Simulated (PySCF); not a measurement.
# One shape, several levels: quartet BH2F−

Wanted: a comparison of 6 runs (U-wB97X-V/STO-6G, UPBE0/STO-6G, USVWN5/STO-6G, NEVPT2(5,5)/STO-6G, ROCCSD(T)/STO-6G, UCCSD(T)/STO-6G) of quartet BH2F−. The job is set up through a Python script.

Program for the calculation: PySCF 2.14.0.

10 further runs of the same task are left out: 10 set aside as unsound or not needed.

### 1 The structure to begin with

The species is BH2F− (4 atoms), meant as a quartet with charge -1. SMILES of the parent species: `[BH2-]F`. The coordinates come from a GFN2-xTB relaxation. That shape belongs to the parent species and isn't relaxed for this state.

Bond lengths: B1–F2 1.499 Å, B1–H3 1.242 Å, B1–H4 1.242 Å. Angles: F2–B1–H3 108.4°, F2–B1–H4 108.4°, H3–B1–H4 113.0°.

### 2 A single-point energy at U-wB97X-V/STO-6G (run 1)

The input, start.xyz:

```xyz
4
BFH2
B     -0.086340     0.304430     0.102380
F      1.031910    -0.468820     0.732960
H     -1.140340    -0.333670     0.256190
H      0.194760     0.498060    -1.091520
```

The input, input.py:

```python
from pyscf import gto, dft

mol = gto.Mole()
mol.atom = 'start.xyz'
mol.basis = 'sto-6g'
mol.max_memory = 1860
mol.spin = 3
mol.verbose = 3
mol.charge = -1
mol.build()

mf = dft.UKS(mol, xc='wb97x-v')
mf.grids.level = 5
mf.nlcgrids.level = 1
mf.conv_tol = 1e-10
mf.kernel()
if not mf.converged:
    mf = mf.newton().run(mf.mo_coeff, mf.mo_occ)

e_tot = mf.e_tot
print('E(%s) = %.9f' % ('WB97X-V', e_tot))
```

The run is started by

```sh
$ OMP_NUM_THREADS=1 python input.py
```

Output:

```text
WARN: HOMO 0.3042251502897 >= LUMO -0.30567662735823

WARN: HOMO 0.694085695355811 >= LUMO 0.449829351395039

WARN: HOMO 0.588321978668579 >= LUMO 0.342824675007235

WARN: HOMO 0.542397499673679 >= LUMO 0.365874117785353

WARN: HOMO 0.540050680750191 >= LUMO 0.361371712284181

WARN: HOMO 0.536522702721653 >= LUMO 0.356232033789578

WARN: HOMO 0.535652889505488 >= LUMO 0.356593232232063

WARN: HOMO 0.535720565623339 >= LUMO 0.356690560350737

WARN: HOMO 0.535823255321211 >= LUMO 0.356644605982995

WARN: HOMO 0.535806923400757 >= LUMO 0.356653871156589

WARN: HOMO 0.535812762520133 >= LUMO 0.356648783108789

WARN: HOMO 0.535811868310132 >= LUMO 0.356650357712748

WARN: HOMO 0.535811767693141 >= LUMO 0.356650501282206

converged SCF energy = -124.635052685435  <S^2> = 3.7505333  2S+1 = 4.0002666
E(WB97X-V) = -124.635052685
```

Wall time 16 s (1 thread of Arm Neoverse V1, shared host); peak memory 0.18 GiB.

### 3 The energy at UPBE0/STO-6G (run 2)

The input, input.py:

```python
from pyscf import gto, dft

mol = gto.Mole()
mol.atom = '''
B     -0.086340     0.304430     0.102380
F      1.031910    -0.468820     0.732960
H     -1.140340    -0.333670     0.256190
H      0.194760     0.498060    -1.091520
'''
mol.max_memory = 1860
mol.basis = 'sto-6g'
mol.spin = 3
mol.charge = -1
mol.verbose = 4
mol.build()

mf = dft.UKS(mol)
mf.xc = 'pbe0'
mf.grids.level = 5
mf.conv_tol = 1e-10
mf.kernel()
if not mf.converged:
    mf = mf.newton().run(mf.mo_coeff, mf.mo_occ)

etot = mf.e_tot
print('E = %.10f Eh' % etot)
```

The run is started by

```sh
$ OMP_NUM_THREADS=1 python input.py
```

Output:

```text
PySCF version 2.14.0

[... 58 lines left out ...]
[... the frontier-level lines of each cycle are left out ...]
[... 11 lines left out ...]
[... 11 lines left out ...]
[... 11 lines left out ...]
[... 5 lines left out ...]

cycle= 9 E= -124.561214791743  delta_E= -5.7e-09  |g|= 1.92e-05  |ddm|= 0.000181


cycle= 10 E= -124.561214792265  delta_E= -5.21e-10  |g|= 1.68e-06  |ddm|= 0.000108


cycle= 11 E= -124.561214792269  delta_E= -4.86e-12  |g|= 2.13e-07  |ddm|= 9.94e-06


Extra cycle  E= -124.561214792269  delta_E= -2.84e-14  |g|= 1.71e-07  |ddm|= 7.32e-07
converged SCF energy = -124.561214792269  <S^2> = 3.7509633  2S+1 = 4.0004816
E = -124.5612147923 Eh
```

Run time: 3.3 s. Hardware: 1 thread of Arm Neoverse V1, shared host; peak memory 0.18 GiB.

Runs 3 to 4 aren't shown in full; the table further down has their settings and results.

### 4 The energy at ROCCSD(T)/STO-6G (run 5)

start.xyz is that of step 2.

The input, job.py:

```python
from pyscf import gto, cc

mol = gto.M(
    atom='start.xyz',
    charge=-1,
    basis='sto-6g',
    max_memory=1860,
    verbose=4,
    spin=3,
)

mf = mol.ROHF()
mf.conv_tol = 1e-10
mf.kernel()
if not mf.converged:
    mf = mf.newton().run(mf.mo_coeff, mf.mo_occ)

mycc = cc.CCSD(mf, frozen=2)
mycc.kernel()
e_t = mycc.ccsd_t()
e_final = mycc.e_tot + e_t
print(f'total energy: {e_final:.8f} hartree')
```

The run is started by

```sh
$ OMP_NUM_THREADS=1 python job.py
```

Output:

```text
PySCF version 2.14.0

[... 64 lines left out ...]
converged SCF energy = -124.117917285643
[... 1 line left out ...]
WARN: RCCSD method does not support ROHF method. ROHF object is converted to UHF object and UCCSD method is called.
[... 12 lines left out ...]
Init t2, MP2 energy = -0.0239810398194697
[... 17 lines left out ...]
UCCSD converged
[... 2 lines left out ...]
total energy: -124.15972487 hartree
```

It took 1 s on 1 thread of Arm Neoverse V1, shared host; peak memory 0.12 GiB.

### 5 The energy at UCCSD(T)/STO-6G (run 6)

The input, calc.py:

```python
from pyscf import gto, scf, cc

mol = gto.M(
    atom='B -0.086340 0.304430 0.102380; F 1.031910 -0.468820 0.732960; H -1.140340 -0.333670 0.256190; H 0.194760 0.498060 -1.091520',
    spin=3,
    verbose=4,
    charge=-1,
    basis='sto-6g',
    max_memory=1860,
)

mf = scf.UHF(mol)
mf.conv_tol = 1e-10
mf.kernel()
if not mf.converged:
    mf = mf.newton().run(mf.mo_coeff, mf.mo_occ)

mycc = cc.CCSD(mf, frozen=2)
mycc.kernel()
e_t = mycc.ccsd_t()
etot = mycc.e_tot + e_t
print('Final energy', etot)
```

The run is started by

```sh
$ OMP_NUM_THREADS=1 python calc.py
```

Output:

```text
PySCF version 2.14.0

[... 39 lines left out ...]
WARN: HOMO 0.409802625362516 >= LUMO -0.302319557950308
[... 5 lines left out ...]
WARN: HOMO 0.615410535154977 >= LUMO 0.396198551673074
[... 5 lines left out ...]
WARN: HOMO 0.50665253047022 >= LUMO 0.419371616705014
[... 46 lines left out ...]
converged SCF energy = -124.120326471818  <S^2> = 3.7597816  2S+1 = 4.0048878
[... 12 lines left out ...]
Init t2, MP2 energy = -0.0238857291884492
[... 17 lines left out ...]
UCCSD converged
[... 2 lines left out ...]
Final energy -124.15970871369139
```

It took 0.87 s on 1 thread of Arm Neoverse V1, shared host; peak memory 0.1 GiB.

### 6 Overview of the runs

| run | level | nlc grid | integration grid | energy (Eh) | HOMO energy (eV) | ⟨S²⟩ | wall time |
| --- | --- | --- | --- | --- | --- | --- | --- |
| 1 | U-wB97X-V/STO-6G | 1 | 5 | -124.635053 | 14.58 | 3.751 | 16 s |
| 2 | UPBE0/STO-6G | – | 5 | -124.561215 | 17.02 | 3.751 | 3.3 s |
| 3 | USVWN5/STO-6G | – | 5 | -123.702270 | 19.25 | 3.751 | 2.2 s |
| 4 | NEVPT2(5,5)/STO-6G | – | – | -124.146205 | – | – | 0.95 s |
| 5 | ROCCSD(T)/STO-6G | – | – | -124.159725 | – | 3.750 | 1 s |
| 6 | UCCSD(T)/STO-6G | – | – | -124.159709 | 11.92 | 3.760 | 0.87 s |

### 7 What came out

| quantity | value |
| --- | --- |
| run 6: total energy | -124.15971 Eh |
| run 6: HOMO energy (Hartree–Fock orbitals) (highest over α and β) | 11.92 eV |
| run 6: LUMO energy (Hartree–Fock orbitals) (lowest over α and β) | 15.11 eV |
| run 6: correlation energy (2 core orbitals frozen) | -39.4 mEh |
| run 6: (T) correction | -0.31 mEh |
| run 6: ⟨S²⟩ of the reference determinant | 3.760 |
| run 6: T1 diagnostic | 0.014 |

What this shows: Totals of different functionals can't be ranked against each other. In runs 1, 2, 3, 4, 5, 6 the HOMO lies above zero, so the outermost electron may be held by the basis alone. In runs 1, 2, 3, 4, 5, 6 the basis is minimal, so the values are rough. All runs together took 24 s, the longest 16 s.
